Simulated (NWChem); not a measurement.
System meant: phosphine (PH3); SMILES P

The following NWChem deck was run.

```
start job
memory heap 200 mb stack 900 mb global 1100 mb
geometry units angstroms noautosym nocenter noautoz
  P      0.000000     0.000000     0.133607
  H      0.402764    -1.119327    -0.642141
  H     -1.170747     0.210859    -0.642141
  H      0.767983     0.908467    -0.642141
end
basis spherical
  * library def2-svp
end
dft
  xc m06-2x
  iterations 150
end
property
  shielding 2 1 2
end
task dft property
```

End of the output:

```
 Vector   12  Occ=0.000000D+00  E= 1.081482D-01
              MO Center=  7.2D-05, -6.9D-05, -7.5D-01, r^2= 4.3D+00
   Bfn.  Coefficient  Atom+Function         Bfn.  Coefficient  Atom+Function
  ----- ------------  ---------------      ----- ------------  ---------------
     4      1.767791  1 P  s                 20     -1.135898  2 H  s
    25     -1.135730  3 H  s                 30     -1.135781  4 H  s
    13     -1.086619  1 P  pz                 3      0.456946  1 P  s
     2      0.264234  1 P  s                 10     -0.154731  1 P  pz
     7      0.102837  1 P  pz                 1      0.038942  1 P  s

 center of mass
 --------------
 x =  -0.00000000 y =  -0.00000006 z =   0.12210923

 moments of inertia (a.u.)
 ------------------
          13.559140048578          -0.000000181966          -0.000000000000
          -0.000000181966          13.559134740383          -0.000002543629
          -0.000000000000          -0.000002543629          15.278983389137

     Multipole analysis of the density
     ---------------------------------

     L   x y z        total         alpha         beta         nuclear
     -   - - -        -----         -----         ----         -------
     0   0 0 0     -0.000000     -9.000000     -9.000000     18.000000

     1   1 0 0      0.000027      0.000013      0.000013      0.000000
     1   0 1 0     -0.000008     -0.000003     -0.000003     -0.000002
     1   0 0 1     -0.334049     -0.240423     -0.240423      0.146798

     2   2 0 0    -10.938432     -9.259303     -9.259303      7.580174
     2   1 1 0      0.000016      0.000008      0.000008      0.000000
     2   1 0 1     -0.000037     -0.000019     -0.000019      0.000000
     2   0 2 0    -10.938423     -9.259301     -9.259301      7.580179
     2   0 1 1     -0.000034     -0.000018     -0.000018      0.000002
     2   0 0 2    -12.417131     -8.895430     -8.895430      5.373729

          -----------------------------------------
          Chemical Shielding Tensors (GIAO, in ppm)
          -----------------------------------------

 ------------------------------------------------------------------------
  xm06: d2 not coded                    0
 ------------------------------------------------------------------------
 ------------------------------------------------------------------------
  current input line :
    19: task dft property
 ------------------------------------------------------------------------
 ------------------------------------------------------------------------
 This error has not yet been assigned to a category
 ------------------------------------------------------------------------
 For more information see the NWChem manual at https://nwchemgit.github.io

0: xm06: d2 not coded:Received an Error in Communication
```

### Question
Find the fault in this run and fix the input.

### Answer
The program stopped with an error. Cause: this functional's second derivatives, which shieldings need, aren't coded here; the fix takes a hybrid GGA instead. This input runs:
```
start job
memory heap 200 mb stack 900 mb global 1100 mb
geometry units angstroms noautosym nocenter noautoz
  P      0.000000     0.000000     0.133607
  H      0.402764    -1.119327    -0.642141
  H     -1.170747     0.210859    -0.642141
  H      0.767983     0.908467    -0.642141
end
basis spherical
  P library def2-svp
  H library def2-svp
end
dft
  xc pbe0
  iterations 150
end
property
  shielding 2 1 2
end
task dft property
```
It converges to -342.89599 Ha (PBE0/def2-SVP, GIAO).
